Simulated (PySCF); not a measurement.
Which level of theory gave which numbers?

C₅H₇F.
SMILES: `F[C@H]1[C@H]2CC[C@@H]12`

The closed-shell ground state was solved 7 times with PySCF (density fitting, gas phase), always in the pcSseg-1 basis (137 functions), with these functionals: B97-2, BLYP, BP86, CAM-B3LYP, HF, PBE0 and wB97X-D. Geometry: PBE0-D3(BJ)/def2-SVP; no solvent, vibrations or thermal averaging.

| row | total energy (Eh) | HOMO (eV) | LUMO (eV) | dipole (D) |
| --- | --- | --- | --- | --- |
| P | -294.3725 | -6.32 | 0.51 | 1.70 |
| Q | -294.4846 | -6.55 | 0.59 | 1.72 |
| R | -294.3898 | -7.48 | 1.35 | 1.83 |
| S | -294.3503 | -9.12 | 2.20 | 1.86 |
| T | -294.1588 | -7.74 | 1.35 | 1.83 |
| U | -292.7298 | -10.67 | 4.18 | 2.08 |
| V | -294.3930 | -9.62 | 3.20 | 1.86 |

Problem. Which functional belongs to which row?

Solution. P = BLYP, Q = BP86, R = B97-2, S = CAM-B3LYP, T = PBE0, U = HF, V = wB97X-D. By rising HOMO–LUMO gap: BLYP (GGA) 6.83 eV; BP86 (GGA) 7.14 eV; B97-2 (global hybrid, 21 % exact exchange) 8.83 eV; PBE0 (global hybrid, 25 % exact exchange) 9.09 eV; CAM-B3LYP (range-separated hybrid) 11.32 eV; wB97X-D (range-separated hybrid) 12.82 eV; HF (all exact exchange) 14.85 eV. Total energies of different functionals aren't bounds to one another; each is stationary for its own functional.

wB97X-D is run here without its empirical dispersion term; that term would change no orbital, density or response property at a fixed geometry.
